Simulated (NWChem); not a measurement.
System: phosphine (PH$_{3}$); SMILES P

NWChem input:

```
start job
memory heap 200 mb stack 900 mb global 1100 mb
geometry units angstroms noautosym nocenter noautoz
  P      0.000000     0.000000     0.152925
  H      0.405644    -1.127331    -0.648580
  H     -1.179120     0.212367    -0.648580
  H      0.773475     0.914964    -0.648580
end
basis spherical
  P library def2-svp
  H library def2-svp
end
dft
  xc pbe0
  iterations 150
end
property
  shielding 2 1 2
end
task dft property
```

Parts of the log:

```
             Northwest Computational Chemistry Package (NWChem) 7.3.0
             --------------------------------------------------------

                             Geometry "geometry" -> ""
                             -------------------------

 Output coordinates in angstroms (scale by  1.889725989 to convert to a.u.)

  No.       Tag          Charge          X              Y              Z
 ---- ---------------- ---------- -------------- -------------- --------------
    1 P                   15.0000     0.00000000     0.00000000     0.15292500
    2 H                    1.0000     0.40564400    -1.12733100    -0.64858000
    3 H                    1.0000    -1.17912000     0.21236700    -0.64858000
    4 H                    1.0000     0.77347500     0.91496400    -0.64858000

 Effective nuclear repulsion energy (a.u.)      17.2849536849

                              NWChem Property Module
                              ----------------------

  itol2e modified to match energy
  convergence criterion.

                                 NWChem DFT Module
                                 -----------------

 Summary of "ao basis" -> "ao basis" (spherical)
 ------------------------------------------------------------------------------
       Tag                 Description            Shells   Functions and Types
 ---------------- ------------------------------  ------  ---------------------
 P                          def2-svp                 8       18   4s3p1d
 H                          def2-svp                 3        5   2s1p

  itol2e modified to match energy
  convergence criterion.

            General Information
            -------------------
          SCF calculation type: DFT
          Wavefunction type:  closed shell.
          No. of atoms     :     4
          No. of electrons :    18
           Alpha electrons :     9
            Beta electrons :     9
          Charge           :     0
          Spin multiplicity:     1
          Use of symmetry is: off; symmetry adaption is: off
          Maximum number of iterations: 150
          AO basis - number of functions:    33
                     number of shells:    17
          Convergence on energy requested:  1.00D-07
          Convergence on density requested:  1.00D-05
          Convergence on gradient requested:  5.00D-04

              XC Information
              --------------
                         PBE0 Method XC Functional
                     Hartree-Fock (Exact) Exchange  0.250
          PerdewBurkeErnzerhof Exchange Functional  0.750
            Perdew 1991 LDA Correlation Functional  1.000 local
           PerdewBurkeErnz. Correlation Functional  1.000 non-local

             Grid Information
             ----------------
          Grid used for XC integration:  fine
          Radial quadrature: Mura-Knowles
          Angular quadrature: Lebedev.
          Tag              B.-S. Rad. Rad. Pts. Rad. Cut. Ang. Pts.
          ---              ---------- --------- --------- ---------
          P                   1.00      123           7.0       770
          H                   0.35       60           8.0       590
          Grid pruning is: on
          Number of quadrature shells:   303
          Spatial weights used:  Erf1

      Superposition of Atomic Density Guess
      -------------------------------------

 Sum of atomic energies:        -342.03549735

[...]

          -----------------------------------------
          Chemical Shielding Tensors (GIAO, in ppm)
          -----------------------------------------

                                NWChem CPHF Module
                                ------------------

  scftype          =     RHF
  nclosed          =        9
  nopen            =        0
  variables        =      216
  # of vectors     =        3
  tolerance        = 0.10D-03
  level shift      = 0.00D+00
  max iterations   =       50
  max subspace     =       30

 SCF residual:    2.1626104734207287E-007

Iterative solution of linear equations
  No. of variables      216
  No. of equations        3
  Maximum subspace       30
        Iterations       50
       Convergence  1.0D-04

   iter   nsub   residual    time
   ----  ------  --------  ---------
     1      3    2.59D-01       3.0
     2      6    1.19D-02       3.4
     3      9    4.54D-04       3.8
     4     12    1.51D-05       4.2

      Atom:    1  P
        Diamagnetic
    964.8794      0.0000      0.0000
      0.0000    964.8794     -0.0000
      0.0000     -0.0000    963.0064

        Paramagnetic
   -318.5267     -0.0000     -0.0000
     -0.0000   -318.5268     -0.0001
     -0.0000     -0.0001   -374.8020

        Total Shielding Tensor
    646.3527      0.0000     -0.0000
      0.0000    646.3527     -0.0001
     -0.0000     -0.0001    588.2043

           isotropic =     626.9699
          anisotropy =      29.0742

          Principal Components and Axis System
                 1           2           3
              646.3527    646.3527    588.2043

      1         0.9994     -0.0357      0.0000
      2         0.0357      0.9994      0.0000
      3        -0.0000     -0.0000      1.0000

      Atom:    2  H
        Diamagnetic
     25.1451     -3.3892     -2.3178
     -3.3892     33.3445      6.4413
     -2.3178      6.4413     27.4408

        Paramagnetic
      1.8749      1.0231      0.6963
      1.0231     -0.6003     -1.9350
      0.6963     -1.9350      0.4425

        Total Shielding Tensor
     27.0200     -2.3661     -1.6215
     -2.3661     32.7441      4.5063
     -1.6215      4.5063     27.8833

           isotropic =      29.2158
          anisotropy =      10.6496

          Principal Components and Axis System
                 1           2           3
               36.3155     26.1686     25.1633

      1        -0.2944      0.9409      0.1672
      2         0.8182      0.3386     -0.4647
      3         0.4939     -0.0000      0.8695
```

Level: PBE0/def2-SVP, GIAO. The geometry was optimised at PBE-D3(BJ)/def2-SVP. The printed shielding anisotropy is the first printed principal value minus the mean of the other two.
